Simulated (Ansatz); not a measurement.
**A ladder of methods for SiH2OF (SMILES O[SiH]F)**

The species is SiH2OF (5 atoms), meant as a doublet with charge 0. As SMILES, `O[SiH]F`. The coordinates come from a PBE0-D4/def2-TZVP relaxation. This is one conformer, not always the lowest.

| atom | x (Å) | y (Å) | z (Å) |
| --- | --- | --- | --- |
| O | -0.6152 | -0.8846 | -0.2763 |
| Si | 0.2839 | 0.2457 | 0.4931 |
| F | 0.2070 | 1.6465 | -0.2831 |
| H | -1.5645 | -0.7651 | -0.3380 |
| H | 1.6888 | -0.2426 | 0.4044 |

Each level gives the energy change with the O1–Si2 bond stretched from 1.636 to 3.273 Å (eV). The values are calculated.

```json
{"level": "UPBE/STO-3G", "kind": "GGA", "program": "Ansatz", "value (eV)": "3.71", "less FCI/STO-3G": "+1.01", "CPU time (all runs)": "5.6 s"}
{"level": "UBHLYP/STO-3G", "kind": "global hybrid", "program": "Ansatz", "value (eV)": "3.29", "less FCI/STO-3G": "+0.59", "CPU time (all runs)": "6.2 s"}
{"level": "UCAM-B3LYP/STO-3G", "kind": "range-separated hybrid", "program": "Ansatz", "value (eV)": "3.61", "less FCI/STO-3G": "+0.91", "CPU time (all runs)": "8 s"}
{"level": "UB2PLYP/STO-3G", "kind": "double hybrid", "program": "Ansatz", "value (eV)": "3.19", "less FCI/STO-3G": "+0.49", "CPU time (all runs)": "8 s"}
{"level": "UCCSD(T)/STO-3G", "kind": "coupled cluster or CI", "program": "Ansatz", "value (eV)": "2.69", "less FCI/STO-3G": "-0.01", "CPU time (all runs)": "1.2 s"}
{"level": "UCCSDT(Q)/STO-3G", "kind": "coupled cluster or CI", "program": "Ansatz", "value (eV)": "2.69", "less FCI/STO-3G": "-0.01", "CPU time (all runs)": "6.3 s"}
{"level": "UCCSDT/STO-3G", "kind": "coupled cluster or CI", "program": "Ansatz", "value (eV)": "2.70", "less FCI/STO-3G": "0.00", "CPU time (all runs)": "5.1 s"}
{"level": "FCI/STO-3G", "kind": "exact in the basis", "program": "Ansatz", "value (eV)": "2.70", "less FCI/STO-3G": "0.00", "CPU time (all runs)": "57 s"}
```

FCI/STO-3G is exact within its basis and frozen core, so for wave-function methods in that basis the difference is their error; functionals converge differently with the basis, so for them it is only a difference. The first shape isn't each level's own minimum. The values span 2.69 to 3.71 eV. All rows use very small basis sets, so even the best lies far from the true value. CPU times are rough (shared hosts, several kinds of processor): they show what a rung costs within a factor of a few.
